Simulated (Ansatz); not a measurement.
Computed with Ansatz on PBE0-D4/def2-TZVP structures; ΔE is electronic, products minus reactants. CCSD(T)/CBS is the MP2 limit (def2-TZVPP, def2-QZVPP) plus CCSD(T) − MP2 in def2-TZVPP, frozen cores. This one scheme is used for every species. Functionals use def2-TZVPP. Triplets are unrestricted, without spin–orbit coupling.

`C/C=C/Cl` → `C=CCl` + `[CH2]` (triplet)  (formal loss of a carbene)

| level | ΔE (kcal/mol) |
| --- | --- |
| PBE0-D4 | 106.6 |
| PBE | 107.2 |
| revPBE | 101.1 |
| BHLYP | 100.8 |
| CCSD/def2-SVP | 100.9 |
| CCSD/def2-TZVPP | 101.2 |
| CCSD(T)/def2-TZVPP | 103.9 |
| MP2/def2-QZVPP | 108.8 |

Task: What does CCSD(T)/CBS give? (Estimate.)

Result: Computed: +106.6 kcal/mol. The listed levels differ from it by 0.0, 0.6, -5.5, -5.8, -5.7, -5.4, -2.7, 2.2 kcal/mol.

Task: What do rigid-rotor, harmonic-oscillator terms from PBE0-D4/def2-TZVP frequencies (298.15 K, 1 bar) make of the CCSD(T)/CBS value? (Estimate.)

Result: Ansatz gave: ΔZPE = -6.9 kcal/mol, ΔH = +101.2 kcal/mol, ΔS = 162 J/(mol·K), ΔG = +89.6 kcal/mol. Open shells count their whole term as degenerate.

Largest T1 diagnostic among the species: 0.011.

Leaving LDA and LC-ωPBE aside and taking each functional with its dispersion term where it has one, the values, not all of them listed here, spread over 8.5 kcal/mol, from r2SCAN0-D4 to ωB97X-V. LDA lies +17.8 kcal/mol from PBE without D4. The D4 term adds +2.0 kcal/mol with B3LYP and +1.1 kcal/mol with PBE0; it sums over pairs of atoms, weighted by their polarisabilities, and B3LYP, whose exchange is more repulsive, gets the larger term. From r2SCAN to r2SCAN0 (25 % exact exchange), in def2-TZVPP and without D4, ΔE moves by −0.9 kcal/mol.

B3LYP here is the variant with VWN-RPA as its local correlation; programs differ in this.
